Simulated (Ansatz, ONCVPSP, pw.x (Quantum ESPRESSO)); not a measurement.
## pw.x on sc Al: one setting changed

Potential: optimised norm-conserving Vanderbilt (ONCV), ONCVPSP 4.0.1.1 (patched build), LDA (Perdew-Wang 92); core [Ne], reference 3s2 3p1; waves: 3s: rc 1.95 bohr, ncon 3, nbas 8, qcut 2.8 1/bohr, 2 projectors, debl 1.4 Ha; 3p: rc 2.80 bohr, ncon 4, nbas 7, qcut 2.3 1/bohr, 2 projectors, debl 3.2 Ha; d scattering state at 0.31 Ha: rc 2.20 bohr, ncon 3, nbas 7, qcut 4.2 1/bohr, 1 projector; local part: polynomial inside 1.75 bohr (lpopt 1, dvloc0 1 Ha); core correction: Teter function fitted to the true core (icmod 2), fcfact 0.25.

The reference run (k-mesh 12³, cutoffs 110/440 Ry, Fermi–Dirac 0.01 Ry, mixing_beta 0.4, conv_thr 1e-9, no spin) gives 0.08 GPa at 19.228 Å³/atom, where all-electron LAPW gives 0.27 GPa. This run, with its own iteration cap, changes degauss to 0.002.

```
&control
  calculation='scf', prefix='x', pseudo_dir='./', outdir='./tmp', tstress=.true., disk_io='none'
/
&system
  ibrav=0, nat=1, ntyp=1, ecutwfc=110, ecutrho=440, nbnd=8,
  occupations='smearing', smearing='fd', degauss=0.002
/
&electrons
  conv_thr=1e-09, mixing_beta=0.4, electron_maxstep=50
/
ATOMIC_SPECIES
Al 1.0 Al.UPF
CELL_PARAMETERS angstrom
  2.67903284 0.00000000 0.00000000
  0.00000000 2.67903284 0.00000000
  0.00000000 0.00000000 2.67903284
ATOMIC_POSITIONS crystal
Al 0.0000 0.0000 0.0000
K_POINTS automatic
12 12 12 0 0 0
```

```bash
pw.x < Al.scf.in > Al.scf.out
```

**Question.** How does the run end?

**Answer.** It converges in 6 iterations; the free energy moves by +13.7 meV/atom and the pressure by -0.12 GPa. In a metal, with Fermi–Dirac smearing, F lies below its zero-width value by a term in the square of the width.

```
Message from routine setup:
     using ibrav=0 with symmetry is DISCOURAGED, use correct ibrav instead
     lattice parameter (alat)  =       5.0626  a.u.
     unit-cell volume          =     129.7570 (a.u.)^3
     number of electrons       =         3.00
     number of Kohn-Sham states=            8
     kinetic-energy cutoff     =     110.0000  Ry
     charge density cutoff     =     440.0000  Ry
     scf convergence threshold =      1.0E-09
     Exchange-correlation= SLA  PW   NOGX NOGC
     number of k points=    84  Fermi-Dirac smearing, width (Ry)=  0.0020
     iteration #  1     ecut=   110.00 Ry     beta= 0.40
     total energy              =      -5.12558404 Ry
     estimated scf accuracy    <       0.00280736 Ry
     iteration #  2     ecut=   110.00 Ry     beta= 0.40
     total energy              =      -5.12531365 Ry
     estimated scf accuracy    <       0.00088095 Ry
     iteration #  3     ecut=   110.00 Ry     beta= 0.40
     total energy              =      -5.12536170 Ry
     estimated scf accuracy    <       0.00001122 Ry
     iteration #  4     ecut=   110.00 Ry     beta= 0.40
     total energy              =      -5.12536251 Ry
     estimated scf accuracy    <       0.00000003 Ry
     iteration #  5     ecut=   110.00 Ry     beta= 0.40
     total energy              =      -5.12536254 Ry
     estimated scf accuracy    <          6.2E-09 Ry
     iteration #  6     ecut=   110.00 Ry     beta= 0.40
     the Fermi energy is     5.7918 ev
!    total energy              =      -5.12536254 Ry
     estimated scf accuracy    <          4.8E-10 Ry
     smearing contrib. (-TS)   =      -0.00006143 Ry
     The total energy is F=E-TS. E is the sum of the following terms:
     one-electron contribution =       2.50124594 Ry
     hartree contribution      =       0.03088973 Ry
     xc contribution           =      -2.61349021 Ry
     ewald contribution        =      -5.04394657 Ry
     convergence has been achieved in   6 iterations
          total   stress  (Ry/bohr**3)                   (kbar)     P=       -0.41
     Message from routine punch:
     Nothing written, as per user request (disk_io='none')
```

The run took about 27 s on one core of a shared host (Neoverse-N1, 64 threads, 124 GiB, load 53).
